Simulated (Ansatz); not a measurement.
System: OF2, charge 0, multiplicity 1. SMILES: FOF
Geometry: optimised at B3LYP-D3(BJ)/def2-TZVP (Ansatz, a program for electronic structure).

Atomisation energy built up term by term with Ansatz (kcal/mol; UHF references for open shells; valence terms freeze the core; atomic spin-orbit terms are left out). Basis-set limits of correlation are two-point, X^-3; Hartree-Fock from the larger set.

The Hartree-Fock reference is unstable (checked in the largest basis), which strains HF and MP2. 

```
term                                          basis  kcal/mol
-----------------------  --------------------------  --------
Hartree-Fock                                cc-pVQZ    -40.30
CCSD correlation               CBS(cc-pVTZ,cc-pVQZ)    118.67
(T)                            CBS(cc-pVTZ,cc-pVQZ)     13.69
CCSDT - CCSD(T)                             cc-pVDZ      0.19
core correlation                          cc-pwCVTZ      0.09
scalar relativity (X2C)  cc-pVTZ-DK against cc-pVTZ     -0.10
sum: De                                                  92.2
```

(T) makes 14.9 % of the CCSD(T) atomisation energy; over 10 % points to strong static correlation.
